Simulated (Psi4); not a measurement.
**AlH3 (SMILES [H][Al]([H])[H]): a first try and a second**

Aim: a single-point energy of AlH3 at PBEh-3c/def2-mSVP.

Program for the calculation: Psi4 1.11.

5 further runs of the same task are left out: 1 that didn't finish, 4 set aside as unsound or not needed.

### 1 The structure to begin with

AlH3 has 4 atoms, charge 0, and is taken as a singlet. SMILES: `[H][Al]([H])[H]`. Geometry: a GFN2-xTB relaxation, a rough one for these elements and not checked as a minimum.

Bond lengths: Al1–H2 1.553 Å, Al1–H3 1.553 Å, Al1–H4 1.553 Å. Angles: H2–Al1–H3 120.0°, H2–Al1–H4 120.0°, H3–Al1–H4 120.0°.

### 2 Try one

job.in reads:

```
memory 1.6 GB

molecule geom {
  Al
  H 1 1.553028
  H 1 1.552992 2 120.00052
  H 1 1.552909 3 119.9983 2 -179.99618
  symmetry c1
}

set {
  scf_type  pk
  basis_set cc-pvdz
}

E = energy('pbeh-3c')
print_variables()
```

Run with:

```
$ psi4 job.in job.out -n 1
```

job.out:

```text
Psi4 1.11 release

Error: option BASIS_SET is not contained in the list of available options.

Did you mean?

RuntimeError:
Fatal Error: BASIS_SET is not a valid option.

Printing out the relevant lines from the Psithon --> Python processed input file:
      H 1 1.552909 3 119.9983 2 -179.99618
      symmetry c1
    ""","geom")
    core.IO.set_default_namespace("geom")
    core.set_global_option("SCF_TYPE", "pk")
--> core.set_global_option("BASIS_SET", "cc-pvdz")
    E = energy('pbeh-3c')
    print_variables()

!----------------------------------------------------------------------------------!
!                                                                                  !
! Fatal Error: BASIS_SET is not a valid option.                                    !
!                                                                                  !
!----------------------------------------------------------------------------------!

    Psi4 run time: 0:00:00.03
```

Run time: 0.8 s. Hardware: 1 thread of Intel Xeon 6975P-C (Granite Rapids), shared host; peak memory 0.14 GiB.

### 3 Diagnosis

The input was rejected.

The log says `Fatal Error: BASIS_SET is not a valid option.`. The cause is that the input text is malformed or holds a word that the program doesn't know.

### 4 The mended input

input.inp reads:

```
memory 1.6 GB

molecule mol {
  Al
  H 1 1.553028
  H 1 1.552992 2 120.00052
  H 1 1.552909 3 119.9983 2 -179.99618
  symmetry c1
}

set globals {
  scf_type pk
}

energy("pbeh-3c")
```

Run with:

```
$ psi4 input.inp input.out -n 1
```

input.out:

```text
[...]
  Running in c1 symmetry.
[...]
  Nuclear repulsion =   13.879460098807780
[...]
  Multiplicity = 1
[...]
  Nalpha       = 8
  Nbeta        = 8
[...]
    Number of basis functions: 24
[...]
   @RKS iter   1:  -243.85652755265997   -4.94367e-01   3.67982e-03 ADIIS/DIIS
[...]
   @RKS iter   5:  -243.86279080541519   -2.86614e-08   4.68735e-07 DIIS
[...]
    Orbital Energies [Eh]
    ---------------------
    Doubly Occupied:
       1A    -56.597204     2A     -4.344200     3A     -2.836912
       4A     -2.829357     5A     -2.829357     6A     -0.476718
       7A     -0.352881     8A     -0.352874
[...]
  @RKS Final Energy:  -243.86279080541519
   => Energetics <=
    Nuclear Repulsion Energy =             13.8794600988077796
    One-Electron Energy =                -366.2364061452893793
    Two-Electron Energy =                 119.9374641044664855
    DFT Exchange-Correlation Energy =     -11.4472913193494286
    Empirical Dispersion Energy =           0.0039824559493474
    VV10 Nonlocal Energy =                  0.0000000000000000
    Total Energy =                       -243.8627908054152158
[...]
 Multipole Moments:
 ------------------------------------------------------------------------------------
     Multipole            Electronic (a.u.)      Nuclear  (a.u.)        Total (a.u.)
 ------------------------------------------------------------------------------------
 L = 1.  Multiply by 2.5417464519 to convert [e a0] to [Debye]
 Dipole X            :         -0.0001383            0.0000784           -0.0000599
 Dipole Y            :         -0.0001296            0.0000707           -0.0000590
 Dipole Z            :         -0.0000604            0.0000329           -0.0000276
 Magnitude           :                                                    0.0000885
[...]
```

It took 3.3 s on 1 thread of Intel Xeon 6975P-C (Granite Rapids), shared host; peak memory 0.27 GiB.

### 5 Summary of results

Level: PBEh-3c/def2-mSVP.

| quantity | value |
| --- | --- |
| total energy | -243.86279 Eh |
| dipole moment | 0.00 D |
| HOMO energy | -9.60 eV |
| LUMO energy | -1.25 eV |
| HOMO–LUMO gap | 8.35 eV |
